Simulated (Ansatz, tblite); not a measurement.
Potential energy curve for Li2, singlet.

Levels of theory: GFN2-xTB, 300 K electronic temperature (tblite); FCI = full CI/cc-pVTZ, frozen core (Ansatz, a quantum-chemistry and plane-wave program).

Energies relative to the lowest point of each curve near equilibrium, in kJ/mol; the last columns give the difference from FCI:

| R / Å | GFN2-xTB | FCI | GFN2-xTB − FCI |
|---|---|---|---|
| 2.06 | 6.1 | 47.8 | -41.7 |
| 2.20 | 0.8 | 26.4 | -25.6 |
| 2.34 | 0.0 | 12.3 | -12.3 |
| 2.44 | 1.6 | 5.9 | -4.4 |
| 2.58 | 6.2 | 1.1 | 5.1 |
| 2.64 | 8.9 | 0.2 | 8.8 |
| 2.74 | 14.4 | 0.0 | 14.4 |
| 2.87 | 23.0 | 1.8 | 21.3 |
| 2.93 | 27.4 | 3.2 | 24.3 |
| 2.96 | 29.7 | 4.0 | 25.7 |
| 3.17 | 45.5 | 11.6 | 33.9 |
| 3.43 | 58.5 | 23.7 | 34.8 |
| 3.74 | 85.5 | 39.2 | 46.3 |
| 4.09 | 118.0 | 55.5 | 62.5 |
| 4.52 | 157.9 | 71.7 | 86.1 |
| 4.96 | 196.4 | 83.2 | 113.2 |
| 5.41 | 231.4 | 90.3 | 141.1 |
| 6.12 | 274.4 | 95.8 | 178.6 |
| 6.73 | 300.0 | 97.7 | 202.3 |
| 7.36 | 318.1 | 98.5 | 219.5 |
| 8.20 | 332.4 | 99.0 | 233.4 |

GFN2-xTB is furthest from FCI at 8.20 (233.4 kJ/mol, above); its mean absolute difference over the points is 73.1 kJ/mol.
